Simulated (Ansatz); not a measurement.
Worked example: correlation energy of [OH···H···H], doublet

Geometry: a point of a hydrogen-transfer path between rigid fragments, not a stationary point.

```xyz
4

O    -0.1570   -0.0491    0.0000
H    -0.4063    0.8775    0.0000
H     0.8710   -0.0491    0.0000
H     2.0270   -0.0491    0.0000
```

Basis 6-31G; Ansatz 0.2.0. Only valence electrons are correlated (noble-gas cores frozen), which leaves 9 electrons in 14 orbitals. R marks a restricted (for open shells ROHF) determinant, U an unrestricted one.

Full CI is exact within this basis and frozen core; it isn't the basis-set limit. The frozen core follows each run's orbitals, which can shift R against U totals by a few meV.

Runs differ by some tens of microhartree through their thresholds and, for an open shell, their frozen cores, so steps under 0.1 kcal/mol mean nothing.

```json
{"level": "UHF", "total energy (hartree)": "-76.458753"}
{"level": "UMP2", "total energy (hartree)": "-76.590478"}
{"level": "UCCSD", "total energy (hartree)": "-76.598540"}
{"level": "UCCSD(T)", "total energy (hartree)": "-76.599819"}
{"level": "UCCSDT", "total energy (hartree)": "-76.599956"}
{"level": "UCCSDT(Q)", "total energy (hartree)": "-76.600453"}
{"level": "UCCSDTQ", "total energy (hartree)": "-76.600421"}
{"level": "full CI", "total energy (hartree)": "-76.600435"}
```

Q: What is the correlation energy at full CI, and what share of it do UMP2 and UCCSD(T) recover?

A: E(corr) = -76.600435 − (-76.458753) = -0.141682 hartree = -3.855 eV. UMP2: -0.131725 / -0.141682 = 92.97 %. UCCSD(T): -0.141066 / -0.141682 = 99.57 %.

Q: By how many kcal/mol does UCCSD(T) miss full CI (1 hartree = 627.509 kcal/mol), and which steps make up the rest?

A: -76.599819 − (-76.600435) = 0.000616 hartree = 0.39 kcal/mol. Steps: UCCSDT − UCCSD(T) = -0.09, UCCSDT(Q) − UCCSDT = -0.31, UCCSDTQ − UCCSDT(Q) = 0.02, full CI − UCCSDTQ = -0.01 kcal/mol. That is within 1 kcal/mol of the reference in this basis, which itself misses far more of the correlation at the basis-set limit.
